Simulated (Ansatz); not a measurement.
**C6H10: vertical ionisation energy**

The task here is to estimate one member of a computed series from the others.

The runs use Ansatz 0.2.0, Gaussian basis; unrestricted cation, the program's frozen cores in correlated methods.

The runs, in order: UKS PBE-D4/def2-TZVPP; UKS r2SCAN-D4/def2-TZVPP; UKS PBE0-D4/def2-TZVPP; UKS B3LYP-D4/def2-TZVPP; UKS wB97X-V/def2-TZVPP; UKS wB97M-V/def2-TZVPP; UKS B2PLYP/def2-TZVPP; UHF-CCSD(T)/def2-TZVPP; UHF-MP2/def2-QZVPP; extrapolation to the limit; then −ε(HOMO) from the neutral's earlier runs with LDA (SPW92), PBE-D4, revPBE-D4, BLYP-D4, r2SCAN-D4, B97M-V, PBE0-D4, B3LYP-D4, r2SCANh-D4, r2SCAN0-D4, HSE06-D4, BHLYP-D4, CAM-B3LYP-D4, LC-ωPBE, ωB97X-V, ωB97M-V.

## Structure used throughout

All runs share one geometry, relaxed beforehand with PBE0-D4 in a triple-zeta def2 set.

SMILES `CCC#CCC`, 16 atoms, charge 0, spin multiplicity 1.

Atoms are counted from 1 here; the program's logs count them from 0.

Bond lengths: C1–C2 1.527 Å, C1–H7 1.091 Å, C1–H8 1.092 Å, C1–H9 1.091 Å, C2–C3 1.455 Å, C2–H10 1.095 Å, C2–H11 1.095 Å, C3–C4 1.203 Å, C4–C5 1.455 Å, C5–C6 1.527 Å, C5–H12 1.095 Å, C5–H13 1.095 Å, C6–H14 1.091 Å, C6–H15 1.091 Å, C6–H16 1.092 Å. Angles: C2–C1–H7 110.8°, C2–C1–H8 110.6°, C2–C1–H9 110.8°, H7–C1–H8 108.4°, H7–C1–H9 107.9°, H8–C1–H9 108.4°, C1–C2–C3 112.9°, C1–C2–H10 109.7°, C1–C2–H11 109.7°, C3–C2–H10 109.1°, C3–C2–H11 109.1°, H10–C2–H11 106.0°, C2–C3–C4 178.9°, C3–C4–C5 178.9°, C4–C5–C6 112.9°, C4–C5–H12 109.1°, C4–C5–H13 109.1°, C6–C5–H12 109.7° and more.

The first run:

Contents of in.yaml:

```yaml
crystal:
  periodic: [false, false, false]
  atoms:
    - {symbol: C, position_ang: [1.031941, -2.486513, -0.368724]}
    - {symbol: C, position_ang: [1.738795, -1.154270, -0.604965]}
    - {symbol: C, position_ang: [0.895122, -0.006666, -0.309462]}
    - {symbol: C, position_ang: [0.180249, 0.928204, -0.059500]}
    - {symbol: C, position_ang: [-0.705038, 2.040332, 0.249583]}
    - {symbol: C, position_ang: [-2.081430, 1.586962, 0.729511]}
    - {symbol: H, position_ang: [0.143166, -2.569584, -0.996616]}
    - {symbol: H, position_ang: [1.697588, -3.320445, -0.601690]}
    - {symbol: H, position_ang: [0.716681, -2.577979, 0.672101]}
    - {symbol: H, position_ang: [2.644115, -1.102290, 0.009583]}
    - {symbol: H, position_ang: [2.075391, -1.094058, -1.645665]}
    - {symbol: H, position_ang: [-0.813045, 2.671200, -0.639416]}
    - {symbol: H, position_ang: [-0.236688, 2.670816, 1.013202]}
    - {symbol: H, position_ang: [-2.576983, 0.982516, -0.032160]}
    - {symbol: H, position_ang: [-1.995930, 0.982217, 1.633969]}
    - {symbol: H, position_ang: [-2.713933, 2.449526, 0.950250]}
basis:
  gaussian: {orbitals: def2-TZVPP}
total_charge: 1
magnetization: {spin_polarized: true, initial_magnetization: 1}
hamiltonian: {xc: pbe, dispersion: d4}
```

Command:

```
$ ansatz run in.yaml --threads 2 --pin off --events-out ev --progress --plain --max-ram 32768MiB --backend cuda --devices 0, --max-vram 18GiB
```

Among the steps run: Cation, UKS PBE-D4/def2-TZVPP; Cation, UKS r2SCAN-D4/def2-TZVPP; Cation, UKS PBE0-D4/def2-TZVPP; Cation, UKS B3LYP-D4/def2-TZVPP; Cation, UKS wB97X-V/def2-TZVPP; Cation, UKS wB97M-V/def2-TZVPP; Cation, UKS B2PLYP (frozen core)/def2-TZVPP; Cation, UHF-CCSD(T)/def2-TZVPP; Cation, UHF-MP2/def2-QZVPP.

One of the session's tables, all rows but one given; the rest of the session is left out.

It belongs to the step «Ionisation energies side by side». Orbital estimates, from the neutral's runs:

```
  functional  −ε(HOMO) (eV)
 LDA (SPW92)           5.99
      PBE-D4           5.85
   revPBE-D4           5.79
     BLYP-D4           5.72
   r2SCAN-D4           6.05
      B97M-V           6.09
     PBE0-D4           7.05
    B3LYP-D4           6.83
  r2SCANh-D4           6.50
  r2SCAN0-D4           7.18
    HSE06-D4           6.65
    BHLYP-D4           8.12
CAM-B3LYP-D4           8.40
     LC-ωPBE           9.79
     ωB97X-V              ?
     ωB97M-V           9.30
```

Estimate the missing values for ωB97X-V.

The run gave: −ε(HOMO) (eV): 9.41. In the column «−ε(HOMO) (eV)» it lies between ωB97M-V (9.30) and LC-ωPBE (9.79).
